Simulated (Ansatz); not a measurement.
## BH$_{2}$⁺, triplet: stretch scan

Starting geometry (PBE0/def2-TZVP stationary point for this spin, not checked as a minimum):

```yaml
atoms:
  - { symbol: B, position_ang: [0.0000, 0.0000, -0.1694] }
  - { symbol: H, position_ang: [0.0000, 0.7106, 0.9083] }
  - { symbol: H, position_ang: [0.0000, -0.7106, 0.9083] }
```

From there H2 moves along the line of the two atoms named below, all else staying in place; atoms are numbered as listed. Energies are in kJ/mol, counted from the starting geometry at the same level.

Basis cc-pVTZ; Ansatz 0.2.0. Correlated methods freeze the noble-gas cores. R marks a restricted (for open shells ROHF) determinant.

Full CI is exact within this basis and frozen core; it isn't the basis-set limit.

```
distance B1-H2 (Å)   RHF
             1.018  74.8
             1.165   8.9
             1.291   0.0
             1.444  14.9
             1.572  32.2
             1.789  49.1
             2.108  53.5
             2.403  53.5
             2.826  54.6
             3.412  56.9
             4.357  58.7
```

Estimate the full CI curve in cc-pVTZ from this one, knowing how RHF errs.

The computed full CI values, in kJ/mol from the starting point, and the error of RHF against them:
| distance B1-H2 (Å) | full CI | RHF less full CI |
| --- | --- | --- |
| 1.018 | 82.3 | -7.5 |
| 1.165 | 12.7 | -3.8 |
| 1.291 | 0.0 | 0.0 |
| 1.444 | 10.7 | 4.2 |
| 1.572 | 27.7 | 4.5 |
| 1.789 | 55.8 | -6.7 |
| 2.108 | 81.1 | -27.6 |
| 2.403 | 92.0 | -38.5 |
| 2.826 | 99.7 | -45.1 |
| 3.412 | 104.8 | -47.9 |
| 4.357 | 107.5 | -48.7 |

The error spans 53.2 kJ/mol and is largest, -48.7 kJ/mol, at 4.357 Å.
